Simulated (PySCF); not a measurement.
**Basis-set dependence of excited states**

Compound: furan, C₄H₄O.
InChI=1S/C4H4O/c1-2-4-5-3-1/h1-4H

TDDFT with PBE0 (PySCF), vertical singlets, core orbitals frozen in the response, spherical d and f functions. Geometry: PBE0-D3(BJ)/def2-SVP; no solvent, vibrations or thermal averaging.

Question: How do the low singlets change with the basis? Take 6-31G*, def2-SVP, 6-31+G*, def2-SVPD, aug-cc-pVDZ, def2-TZVP and def2-TZVPD.

Answer: 

```tsv
basis	functions	diffuse	S1 (eV)	S2 (eV)	S3 (eV)	S4 (eV)	S5 (eV)	LUMO (eV)	α (au)
6-31G*	78	no	6.65	7.12	8.30	8.84	9.03	0.79	36.9
def2-SVP	90	no	6.60	7.07	7.74	8.59	8.72	0.47	39.1
6-31+G*	98	yes	6.10	6.21	6.56	6.76	6.87	0.23	45.1
def2-SVPD	135	yes	6.34	6.51	6.89	7.25	7.43	0.19	46.9
aug-cc-pVDZ	151	yes	5.74	6.14	6.22	6.39	6.79	0.11	48.5
def2-TZVP	179	no	6.32	6.88	7.33	8.03	8.04	0.28	45.1
def2-TZVPD	224	yes	6.06	6.20	6.70	6.82	6.83	0.17	48.4
```

States are compared by their number. Against the largest diffuse basis here (def2-TZVPD, itself not a converged limit), sets without diffuse functions differ by up to 0.59 eV in S1 and 2.20 eV in S5; the smaller diffuse sets differ by up to 0.31 and 0.60 eV. State by state, the largest deviation of a set without diffuse functions is S1 0.59, S2 0.92, S3 1.60, S4 2.02, S5 2.20 eV. The same number needn't mean the same state in each row. Against def2-TZVPD the polarisability deviates by -24% in 6-31G*, -19% in def2-SVP, -7% in 6-31+G*, -3% in def2-SVPD, 0% in aug-cc-pVDZ, -7% in def2-TZVP. A single + in a Pople set puts diffuse functions on heavy atoms only.
